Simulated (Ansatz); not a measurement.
BN (boron nitride): the energy, rung by rung

The species is BN (2 atoms), meant as a triplet with charge 0. As SMILES, `B#N`. Geometry: relaxed at GFN2-xTB.

```xyz
2

B     0.0000    0.0000    0.0000
N     0.0000    0.0000    1.2684
```

Each level gives the energy change with the B1–N2 bond stretched from 1.268 to 3.289 Å (eV). The values are calculated.

```tsv
level	kind	program	value (eV)	less FCI/6-31G	CPU time (all runs)
UHF/6-31G	Hartree–Fock	Ansatz	1.30	-1.72	0.24 s
UBHLYP/6-31G	global hybrid	Ansatz	3.30	+0.28	0.96 s
RPA@PBE/6-31G	RPA	Ansatz	2.72	-0.30	2.4 s
UMP2/6-31G	perturbation theory	Ansatz	3.17	+0.15	0.36 s
UCCSD/6-31G	coupled cluster or CI	Ansatz	2.89	-0.13	0.61 s
UCCSDT/6-31G	coupled cluster or CI	Ansatz	3.01	-0.01	2.8 s
FCI/3-21G	exact in the basis	Ansatz	3.00	-0.02	15 s
FCI/6-31G	exact in the basis	Ansatz	3.02	0.00	9.6 s
```

FCI/6-31G is exact within its basis and frozen core, so for wave-function methods in that basis the difference is their error; functionals converge differently with the basis, so for them it is only a difference. The first shape isn't each level's own minimum. The values span 1.30 to 3.30 eV. Spin contamination of the reference (⟨S²⟩ at least 0.1 too high) touches UHF/6-31G, UBHLYP/6-31G, RPA@PBE/6-31G, UMP2/6-31G, UCCSD/6-31G, UCCSDT/6-31G. All rows use very small basis sets, so none should be taken for the real molecule's value. In so small a basis fixed costs decide the times, and correlated methods can beat functionals. Times are those of the runs behind each value, whatever else they computed, on shared processors of several kinds: orders of magnitude only.
